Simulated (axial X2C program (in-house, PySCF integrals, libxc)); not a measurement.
# SiNC⁻: properties at the nuclei

Computed with an axial X2C code built on PySCF integrals: two-component X2C with atomic mean-field Coulomb and Gaunt terms, Gaussian nuclei, basis Si dyall-v3z, N dyall-av3z, C dyall-v3z with contracted cores.

Si–N–C held linear, with bonds 1.819 and 1.178 Å (near the PBE0 minimum at charge -1 of the determinant lowest at the starting distance; the state shown can have its own minimum elsewhere, held linear; other orders of the atoms were not compared).

Input and command:
```json
{"zs": [14, 7, 6], "q": -1, "bas": ["dyall-v3z", "dyall-av3z", "dyall-v3z"], "r0": [1.82, 1.17], "symm": 0, "scan": ["PBE0", "HF", "LDA"], "levels": ["PBE0", "HF", "BHandHLYP"], "nst": 2}
```
```bash
python solin.py task.json out
```

Keys: zs atomic numbers; q charge; bas basis sets; r0 starting distance in Å; symm equal bonds; scan levels of the two-bond scan; levels methods; nst determinants followed.

Determinant lowest in the PBE0 search, Ω = 1 (⟨Sz⟩ = 1.00, ⟨Lz⟩ = 0.00 at PBE0), spin on the atoms Si 1.00, N -0.15, C 0.15:

```csv
level,Eeff magnitude (GV/cm),Ws magnitude Si (kHz),A∥/gI Si (MHz),qzz Si (a.u.),A∥/gI N (MHz),qzz N (a.u.),A∥/gI C (MHz),qzz C (a.u.)
PBE0,0.0309,0.012,-89,0.17,-0.876,-0.43,-3.29,-0.81
HF,0.0637,0.0248,-44,0.26,-6.12,-0.55,5.61,-0.94
BHandHLYP,0.0306,0.0119,-62.9,0.26,1.56,-0.51,0.863,-0.88
```

Determinant 0.73 eV from it at PBE0 and this distance, Ω = 0 (closed shell), highest spinor 71% Si p, 14% N d, 8% C p:

| level | qzz Si (a.u.) | qzz N (a.u.) | qzz C (a.u.) |
| --- | --- | --- | --- |
| PBE0 | 0.12 | -0.43 | -0.81 |
| HF | 0.18 | -0.53 | -0.96 |
| BHandHLYP | 0.17 | -0.50 | -0.89 |

Eeff is the effective electric field on the electron electric dipole moment in this Ω state and Ws the scalar–pseudoscalar constant of the nucleus named (defined with the proton number Z and per Ω); A∥ (defined per Ω) follows by multiplying with gI = μI/(I μN); qzz is the electric field gradient, eQq0 = 234.96 MHz × Q/barn × qzz. The operators were transformed with the bare-nucleus X2C matrices; with these basis sets, hyperfine constants and field gradients can be off by tens of per cent, and where levels differ in sign neither size nor sign is settled.

Question: With Q(14N) = 0.02044 barn (Q from Pyykkö, Mol. Phys. 2018), turn the PBE0 values of the first state into constants in MHz.

Answer: eQq0(14N) = 234.96 × (0.02044) × (-0.43) = -2.07 MHz.

The molecule was held linear; bending was not examined, so a bent shape may lie lower.

Each state is one determinant with collinear spin, which with several unpaired electrons need not be a pure state. Unrestricted Hartree–Fock can overshoot spin polarisation at the nuclei. For an anion, determinants above electron detachment, or with a positive highest level, are held by the basis set. A closed determinant beside an open π² or δ² triplet, such as (π1/2)², mixes with its partner pair into the 0⁺ component of the triplet and ¹Σ⁺, so its energy is not that of a level, and 0⁺ can lie lowest. With several open shells hyperfine constants can be off by a factor of several. Where Eeff spreads by more than a factor of two the levels disagree and none is to be relied on. Open-shell Ω = 0 determinants with evenly filled partner blocks cannot be reached by this program, so the Ω shown need not be the lowest component. The search compared states at one distance, so a state with another bond length can lie lower. Where a field gradient or hyperfine factor spreads by more than a factor of two over the levels, a constant derived from it is not to be relied on. PBE0 term energies can be off by some tenths of an eV.
